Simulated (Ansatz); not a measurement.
# ClH3Si: the cost of one run

Method: RKS B3LYP/def2-TZVP, in Ansatz 0.2.0.

## 1. Starting point

Bond lengths: Si1–H2 1.460 Å, Si1–H3 1.460 Å, Si1–Cl4 2.128 Å, Si1–H5 1.459 Å. Angles: H2–Si1–H3 109.5°, H2–Si1–Cl4 109.5°, H2–Si1–H5 109.5°, H3–Si1–Cl4 109.5°, H3–Si1–H5 109.5°, Cl4–Si1–H5 109.5°.

Structure file:

```xyz
5

Si    0.0000    0.0000    0.0000
H     0.0000    0.0000    1.4600
H     1.3768    0.0000   -0.4862
Cl   -1.0032    1.7381   -0.7093
H    -0.6877   -1.1914   -0.4862
```

## 2. Preparing the start

Input file input.yaml:

```yaml
crystal:
  periodic: [false, false, false]
  atoms:
    - { symbol: Si, position_ang: [0.0, 0.0, 0.0] }
    - { symbol: H, position_ang: [0.0, 0.0, 1.46] }
    - { symbol: H, position_ang: [1.3768, 0.0, -0.4862] }
    - { symbol: Cl, position_ang: [-1.0032, 1.7381, -0.7093] }
    - { symbol: H, position_ang: [-0.6877, -1.1914, -0.4862] }
basis:
  gaussian: { orbitals: def2-TZVP }
hamiltonian:
  xc: b3lyp
relax:
  f_tol: 0.02
  max_steps: 40
```

On the command line:

```console
ansatz run input.yaml --threads 2 --pin off --max-ram 3072MiB --backend cpu --events-out ev --progress --plain --runs-dir out
```

Q: Estimate wall time and peak memory on 2 threads of Arm Neoverse V1, shared host.

About 5.9 s, with a peak of 0.14 GiB.
